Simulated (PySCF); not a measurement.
Level of theory: M06-2X/def2-TZVP // B3LYP-D3(BJ)/def2-TZVP in PySCF 2.14.0. All species are isolated molecules in the gas phase. 

Reference species (SMILES): `[SiH3]` (neutral, multiplicity 2).

| Item | Value |
|---|---|
| highest occupied spin orbital | -7.18 eV |

Changed species: `[O]C` (radical fragment; the reference has radical fragment).

**Question.** What does the change do to the highest occupied spin orbital?

**Answer.** the highest occupied spin orbital drops by 2.26 eV, to -9.44 eV.
